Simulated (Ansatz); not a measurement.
The input, for Ansatz 0.2.0:

```yaml
crystal:
  periodic: [false, false, false]
  atoms:
    - {symbol: Si, position_ang: [0.000000, 0.000000, 0.000000]}
    - {symbol: P, position_ang: [0.000000, 0.000000, 2.216600]}
basis:
  gaussian: {orbitals: cc-pVTZ}
total_charge: 1
magnetization: {spin_polarized: true, initial_magnetization: 4}
hamiltonian: {xc: {name: wB97M-V}}
output: {orbitals: {seedname: orbitals}}
```

```sh
$ ansatz run in.yaml --threads 1 --pin off --events-out ev --progress --plain --max-ram 2393MiB
```

Roughly how long does this take on 1 thread of Arm Neoverse V2, shared host, and how much host memory?

4.5 s wall and 0.19 GiB.

```
  # Of w^i u^j: cxij and so on, Table III.
  gx(w, u) = 1 - cx + cx01*u + cx10*w
  gss(w, u) = css00 + css04*u^4 + css10*w + css20*w^2 + css43*w^4*u^3
  gos(w, u) = cos00 + cos10*w + (cos20 + cos21*u)*w^2 + (cos60 + cos61*u)*w^6
      + integral(e_c_pw_mod_opposite_spin*gos(b97_w_opposite, b97_u_opposite)) + vv10(b, c)
549 factors; their error is unknown
97 factors; integrals over basis functions are off by at most 1.3e-4 eV
mean field evaluation 1: about -17152.0134 eV, gradient 8.3e0 eV
mean field evaluation 2: about -17152.3963 eV, gradient 4.3e0 eV
mean field evaluation 4: about -17152.5109 eV, gradient 2.3e-1 eV
mean field evaluation 8: about -17152.5709 eV, gradient 1.0e-2 eV
mean field evaluation 16: about -17152.5709 eV, gradient 8.4e-5 eV
mean field -17152.57092069 eV, -630.3453549051 hartree, gradient 8.4e-5 eV, S^2 6.004215; 0 other end points of the search recorded, 0 dependent functions left out
reference -17152.57095029 eV, -630.3453559932 hartree; 16, 12 occupied and 52, 56 virtual orbitals, 549 factors
Total energy: -17152.57095029 eV, -630.3453559932 hartree
```
